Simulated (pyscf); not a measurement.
1,1-elimination: `[OH][SiH2][F]` → `[OH][Si][F]` [singlet] + `[H][H]`

Gas phase, singlet surface, charge 0. Bonds broken: Si2–H5, Si2–H6. Bonds formed: H5–H6. Structures and frequencies: ωB97X-D3(BJ)/def2-SVP in PySCF.

Transition state (Å):

```xyz
6

O     -2.7052     0.5245     0.1036
Si    -1.4390    -0.3856     0.6607
F     -1.3264    -1.7583    -0.2135
H     -2.7858     0.6227    -0.8522
H     -0.1316     0.2591     1.0053
H     -0.1302     0.4505    -0.1768
```

One imaginary mode, 1574i cm⁻¹; descent along it reached the two sides named.

| bond | change | reactant side (Å) | saddle | product side |
|---|---|---|---|---|
| Si2–H5 | breaks | 1.478 | 1.498 | 3.2 |
| Si2–H6 | breaks | 1.486 | 1.764 | 3.8 |
| H5–H6 | forms | 2.478 | 1.198 | 0.761 |

Electronic energies relative to the reactant's lowest minimum found (kJ/mol):

```json
[
 {"level": "ωB97X-D3(BJ)/def2-TZVP", "barrier": "367.6", "reaction energy": "+162.5", "reverse barrier": "205.1"},
 {"level": "PBE/def2-TZVP", "barrier": "311.5", "reaction energy": "+136.9", "reverse barrier": "174.6"},
 {"level": "r²SCAN/def2-TZVP", "barrier": "335.5", "reaction energy": "+162.6", "reverse barrier": "172.9"},
 {"level": "B3LYP-D3(BJ)/def2-TZVP", "barrier": "343.9", "reaction energy": "+144.9", "reverse barrier": "198.9"},
 {"level": "PBE0-D3(BJ)/def2-TZVP", "barrier": "340.4", "reaction energy": "+159.7", "reverse barrier": "180.7"},
 {"level": "M06-2X/def2-TZVP", "barrier": "362.0", "reaction energy": "+149.2", "reverse barrier": "212.7"},
 {"level": "ωB97M-D3(BJ)/def2-TZVP", "barrier": "354.1", "reaction energy": "+141.4", "reverse barrier": "212.7"},
 {"level": "HF/def2-TZVP", "barrier": "430.3", "reaction energy": "+177.0", "reverse barrier": "253.3"}
]
```

With ωB97M-D3(BJ)/def2-TZVP energies and thermal terms (ideal gas, 1 atm, RRHO with modes under 100 cm⁻¹ raised to 100, one conformer, R ln 2 for chiral ones without a mode under 150 cm⁻¹), in kJ/mol:

```tsv
T (K)	ΔH‡	ΔG‡	ΔH	ΔG
298	341.5	341.8	+127.4	+92.9
600	341.1	342.2	+130.3	+56.4
900	340.2	342.9	+130.0	+19.4
1200	338.9	344.0	+127.8	-17.2
```

The same reactants have a lower exit, to O=SiH–F + H₂ (barrier +276.2 kJ/mol at ωB97M-D3(BJ)/def2-TZVP, against +354.1 kJ/mol here). One saddle was located; it need not be the lowest between these sides.
